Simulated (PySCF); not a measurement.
## Spin-rotation constants: `[NH4+]`, [H4N]+, charge +1

Cartesian coordinates in Å; atom numbers follow the order of the lines, from 1:
```xyz
5

N    -0.0065    0.0013   -0.0011
H     0.8987   -0.4892    0.0139
H     0.1088    0.9208   -0.4501
H    -0.3432    0.1302    0.9634
H    -0.6904   -0.5563   -0.5317
```

Total charge +1.

Level of theory: PySCF 2.14.0, GIAO B3LYP/def2-SVP magnetisability, rotational g tensor and spin-rotation constants, non-relativistic, gas phase. Geometry: PBE0-D3(BJ)/def2-SVP.

For an ion the centre-of-mass motion in the field is neglected.

Problem. Give the nuclear spin-rotation constants along the inertial axes (H = +C I·J) beside the isotropic shieldings.

Solution. Rotational constants 177.3771, 177.3664, 177.3623 GHz.
```
atom  isotope  Caa (kHz)  Cbb (kHz)  Ccc (kHz)  mean (kHz)  σ (ppm)
  N1      14N      6.052      6.051      6.051       6.051    240.9
  H2       1H    -15.539    -15.538    -15.538     -15.538     26.5
  H3       1H    -15.538    -15.537    -15.537     -15.538     26.5
  H4       1H    -15.539    -15.538    -15.537     -15.538     26.5
  H5       1H    -15.539    -15.538    -15.537     -15.538     26.5
```
Where two moments of inertia are equal or nearly so, the constants along those axes are given as their average.
For the geometry as given, no vibrational averaging.
